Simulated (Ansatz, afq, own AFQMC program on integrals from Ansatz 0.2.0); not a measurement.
Two steps: Ansatz 0.2.0 writes the Fock matrix and Cholesky factors of the valence space, and afq projects on them the lowest state that overlaps trial and start.

```yaml
crystal:
  periodic: [false, false, false]
  atoms:
    - {symbol: Ge, position_ang: [-0.044251, 0.000000, 0.276443]}
    - {symbol: N, position_ang: [0.176835, 0.000000, -1.406094]}
    - {symbol: H, position_ang: [0.713533, -1.259522, 0.779238]}
    - {symbol: H, position_ang: [0.713534, 1.259520, 0.779239]}
    - {symbol: H, position_ang: [-0.695318, 0.000001, -1.941530]}
basis:
  gaussian: {orbitals: cc-pVDZ}
magnetization: {spin_polarized: true, initial_magnetization: 2}
correlation: {method: ccsd_t, electrons: outside_noble_gas, hamiltonian_folder: ham}
```

```sh
$ ansatz run in.yaml --threads 1 --pin off --events-out ev --progress --plain --max-ram 1382MiB
```

afq runs on the folder ham with

```
--method free --trial cisd --walkers 60 --time-step 0.03 --max-blocks 80 --target-error 0.00042 --factor-cut 1e-05 --seed 213 --times 0,0.21,0.42,0.81,1.2,1.8,2.4,3 --taylor-order 8
```

Times are imaginary, in 1/Eh. The walk had a cap of 1833 s. Filled inner d shells are frozen with the cores.

afq prints:

```
orbitals 41  electrons 7 5  factors 338 of 593
reference energy -2131.43630259 Eh
CCSD correlation -0.25139038 Eh in 12 cycles, weight of the determinant in the CISD state 0.8846
repeat  energy at the last time / Eh  error
    10  -2131.694244  0.001390
    20  -2131.693821  0.000924
    30  -2131.693826  0.000664
    40  -2131.694458  0.000675
    50  -2131.694417  0.000659
    60  -2131.694593  0.000590
    70  -2131.694700  0.000535
    80  -2131.694735  0.000485
time / (1/Eh)  energy / Eh  error  mean overlap
  0.00  -2131.687750  0.000192  1.1307
  0.21  -2131.691457  0.000243  1.1250
  0.42  -2131.692607  0.000209  1.1352
  0.81  -2131.694079  0.000270  1.1242
  1.20  -2131.694766  0.000256  1.1293
  1.80  -2131.694844  0.000352  1.1372
  2.40  -2131.695936  0.000505  1.1192
  3.00  -2131.694735  0.000485  1.1733
energy -2131.694735 +/- 0.000485 Eh
```

The run passed its tests (error under three times the target), which doesn't prove that it has relaxed.

Against this walk (error 13.2 meV) on the same determinant: CCSD(T) 21.9 meV higher (within the noise). The error is statistical, and a free projection of finite length keeps a remainder of its start. None of these is a sure reference here. The last points scatter (meV from the last: 18 ± 7 at 0.81, -1 ± 7 at 1.20, -3 ± 10 at 1.80, -33 ± 14 at 2.40, 0 ± 13 at 3.00); the last is the one printed as the energy, and the gaps above move with that scatter.

Cautions: remainder of the start not in the error; error above the target (13.2 against 11.4 meV); no relativity below Rb; no spin-orbit coupling; inner d shell frozen; lower spins were not checked.

The walk took 3.5 min on 1 thread of AMD EPYC 9R45 96-Core Processor (Zen 5), with other jobs on the host. The log's last line is the free-projection energy.

A walk keeps the symmetry of its determinant, which the program's search chose and which needn't be the lowest solution, so a lower state of the same spin and another symmetry isn't excluded.
